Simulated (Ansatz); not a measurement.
# How far each method lies from UCCSDT(Q) for [AlH$_{2}$···H···NH], triplet

Geometry: a point of a hydrogen-transfer path between rigid fragments, not a stationary point.

```csv
atom,x (Å),y (Å),z (Å)
Al,-1.0010,0.0225,0.0000
H,-1.7939,1.3959,0.0000
H,-1.7939,-1.3509,0.0000
H,0.7820,0.0225,0.0000
N,1.9690,0.0225,0.0000
H,2.2381,-0.9817,0.0000
```

Basis cc-pVDZ; Ansatz 0.2.0. Only valence electrons are correlated (noble-gas cores frozen), which leaves 12 electrons in 46 orbitals. Prefix R: restricted or restricted open-shell reference; prefix U: unrestricted. Active spaces: pair = (4e, 4o) about the gap.

Full CI isn't at hand for all of this; UCCSDT(Q) serves as the reference, and is uncertain by about the last step of the cluster series. The frozen core follows each run's orbitals, which can shift R against U totals by a few meV.

For open shells CISD is restricted-active-space CI with the open shells as a complete middle space.

* UHF ⟨S²⟩: 2.038
* T1 diagnostic (RCCSD): 0.0218
* largest doubles amplitude (RCCSD): 0.026
* T1 diagnostic (UCCSD): 0.0169

```json
{"level": "UHF", "E − E(RHF) (eV)": "-0.3254"}
{"level": "RMP2", "E − E(RHF) (eV)": "-6.0604"}
{"level": "UMP2", "E − E(RHF) (eV)": "-5.9865"}
{"level": "RCCSD", "E − E(RHF) (eV)": "-7.0958"}
{"level": "UCCSD", "E − E(RHF) (eV)": "-7.1032"}
{"level": "RCCSD(T)", "E − E(RHF) (eV)": "-7.2418"}
{"level": "UCCSD(T)", "E − E(RHF) (eV)": "-7.2412"}
```

(1) Estimate how far UCCSDT(Q) in cc-pVDZ lies from RCCSD(T). The table doesn't fix it; the size of (T) and the diagnostics are the guide.

(1) UCCSDT(Q) in cc-pVDZ lies 37 meV below RCCSD(T), which is 25 % of the (T) step (-146 meV). The diagnostics give no warning, yet the rest is a sizeable part of (T).

The other levels:

```
    level  E − E(UCCSDT(Q)) (meV)  share of correlation (%)  wall time
     CISD                     728                     90.00      4.3 s
  BCCD(T)                      38                     99.48      3.5 s
   RCCSDT                      11                     99.85          –
   UCCSDT                      10                     99.86          –
RCCSDT(Q)                       1                     99.99       55 s
```

The correlation energy at UCCSDT(Q), counted from RHF, is -7.279 eV. That run took 49 s on 1 thread of Arm Neoverse V2, shared host.

Run but not shown, since their state or frozen core can't be matched to the reference's or they repeat it: CASSCF (pair space), NEVPT2 (pair space), MRCISD (pair space), MRCISD+Q (pair space).

Times hold each run's SCF and search for its determinant on a shared host, so for small cases they say little of a method's own cost; they ran on 1 thread of Arm Neoverse V2.
